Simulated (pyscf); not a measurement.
# Four-centre exchange: `[OH][Si]([F])([F])[F]` + `[OH2]` → `[OH][Si]([F])([F])[F]` + `[OH2]`

Gas phase, singlet surface, charge 0. Bonds broken: O1–H6, O7–H8. Bonds formed: O1–H8, H6–O7. PySCF, gas phase, ωB97X-D3(BJ)/def2-SVP geometries.

Transition state (Å):

```xyz
9

O      0.4632    -0.3984     0.8704
Si     0.5793     0.0646    -0.6390
F      1.6908     1.1733    -0.9751
F     -0.8596     0.7885    -1.0029
F      0.7489    -1.0902    -1.7421
H     -1.0882    -0.6188     1.2299
O     -1.6076     0.2135     1.5966
H     -0.6106     0.5347     1.6186
H     -1.9181     0.6242     0.7603
```

One imaginary mode, 1154i cm⁻¹; descent along it reached the two sides named, in the forms told below.

```json
[
 {"bond": "O1–H6", "change": "breaks", "reactant side (Å)": "0.983", "saddle": "1.608", "product side": "3.3"},
 {"bond": "O7–H8", "change": "breaks", "reactant side (Å)": "0.966", "saddle": "1.048", "product side": "1.763"},
 {"bond": "O1–H8", "change": "forms", "reactant side (Å)": "3.3", "saddle": "1.607", "product side": "0.984"},
 {"bond": "H6–O7", "change": "forms", "reactant side (Å)": "1.769", "saddle": "1.047", "product side": "0.965"}
]
```

Electronic energies relative to the separated reactants (kcal/mol):

```
level                   barrier  reaction energy  reverse barrier
----------------------  -------  ---------------  ---------------
ωB97X-D3(BJ)/def2-TZVP     33.7              0.0             33.7
PBE/def2-TZVP              27.9              0.0             27.9
r²SCAN/def2-TZVP           30.0              0.0             30.0
B3LYP-D3(BJ)/def2-TZVP     32.2              0.0             32.2
PBE0-D3(BJ)/def2-TZVP      31.1              0.0             31.1
M06-2X/def2-TZVP           33.4              0.0             33.4
ωB97M-D3(BJ)/def2-TZVP     32.7              0.0             32.7
HF/def2-TZVP               50.8              0.0             50.8
```

With ωB97M-D3(BJ)/def2-TZVP energies and thermal terms (ideal gas, 1 atm, RRHO with modes under 100 cm⁻¹ raised to 100, one conformer, R ln 2 for chiral ones without a mode under 150 cm⁻¹), in kcal/mol:

| T (K) | ΔH‡ | ΔG‡ | ΔH | ΔG |
|---|---|---|---|---|
| 298 | 33.0 | 44.2 | 0.0 | 0.0 |
| 600 | 32.5 | 55.9 | 0.0 | 0.0 |
| 900 | 32.7 | 67.5 | 0.0 | 0.0 |
| 1200 | 33.2 | 79.0 | 0.0 | 0.0 |

On the reactant side the descent ends in a bound adduct, 9.1 kcal/mol under the separated species and 42.8 kcal/mol under the saddle at ωB97X-D3(BJ)/def2-TZVP. On the product side the descent ends in a bound adduct, 9.2 kcal/mol under the separated species and 42.8 kcal/mol under the saddle at ωB97X-D3(BJ)/def2-TZVP. The same reactants have a lower exit, to HO–Si(OH)(F)–F + HF (barrier +21.1 kcal/mol at ωB97M-D3(BJ)/def2-TZVP, against +32.7 kcal/mol here). Another saddle between the same species, by other bonds, lies lower (19.7 kcal/mol against 32.7 kcal/mol at ωB97M-D3(BJ)/def2-TZVP).
